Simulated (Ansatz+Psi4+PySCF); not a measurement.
**doublet AlH(+): levels of theory in one basis**

```yaml
atoms:
  - { symbol: Al, position_ang: [0.0000, 0.0000, 0.0022] }
  - { symbol: H, position_ang: [0.0000, 0.0000, 1.9778] }
```

Basis set: cc-pVTZ on H; cc-pV(T+d)Z on Al (spherical functions). Correlated methods keep 5 orbitals frozen. Correlation on ROHF uses semicanonical orbitals with singles. Charge 1, multiplicity 2.

Computed with Ansatz (development build ahead of 0.2.0) and Psi4 1.11 and PySCF 2.14.0; each method stands on the lowest determinant of its kind that the runs found.

| method | E − E(ROHF) (eV) | <S²> of the determinant |
| --- | --- | --- |
| ROHF | 0.00 | 0.75 |
| UHF | -0.34 | 0.84 |
| ROHF-MP2 | -1.12 | – |
| UHF-MP2 | -1.16 | 0.84 |

Caution for ROHF-MP2, UHF-MP2: bonds are stretched, where a single reference can fail.
